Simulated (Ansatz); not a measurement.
Species: C₄H₈, SMILES `C/C=C\C` (charge 0, multiplicity 1).

Q: Give a relaxed geometry from CAM-B3LYP-D3(BJ)/def2-TZVP (Ansatz, a first-principles code).

A: the end point of this relaxation (outside a Z-matrix the atoms follow the SMILES, hydrogens last).
Z-matrix (Å, degrees):
```
C
C 1 1.3256
H 2 1.0857 1 117.26
H 1 1.0857 2 117.26 3 0.00
C 2 1.4946 3 115.06 1 180.00
H 5 1.0877 2 112.93 3 -180.00
H 5 1.0924 6 107.86 2 122.58
H 5 1.0924 6 107.86 7 114.85
C 1 1.4946 4 115.06 2 -180.00
H 9 1.0877 1 112.93 4 -180.00
H 9 1.0924 10 107.86 6 -122.58
H 9 1.0924 10 107.86 11 -114.85
```
